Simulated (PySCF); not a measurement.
Coordinates in bohr (charge 0 multiplicity 1):
```
S     0.0000    0.0000    0.0000
O     2.7292    0.0000    0.0000
O    -1.3646    2.3635    0.0000
O    -1.3646   -2.3635    0.0000
```

Level of theory: PySCF, PBE, basis S def2-TZVP, O def2-TZVP (no relativity, density fitting).

This geometry of SO₃ is a stationary point at this level.

Task: What is the point group?

Result: D3h.

Task: Is it a minimum?

Result: Yes: all harmonic wavenumbers are real.

Task: List the harmonic modes with their infrared intensities.

Result: 
```tsv
symmetry	ω (cm⁻¹)	IR (km/mol, summed over degenerate members)	type
a2''	469	24.8	bend
e'	497	44.4	bend
a1'	1021	0.0	stretch
e'	1347	341	stretch
```

Task: What are the dipole moment and the gap between the highest occupied and lowest empty levels?

Result: 0.00 D and 4.65 eV.

In D3h the vibrations span a2'' + 2e' + a1'. The a1' mode carries no infrared intensity, as symmetry demands.
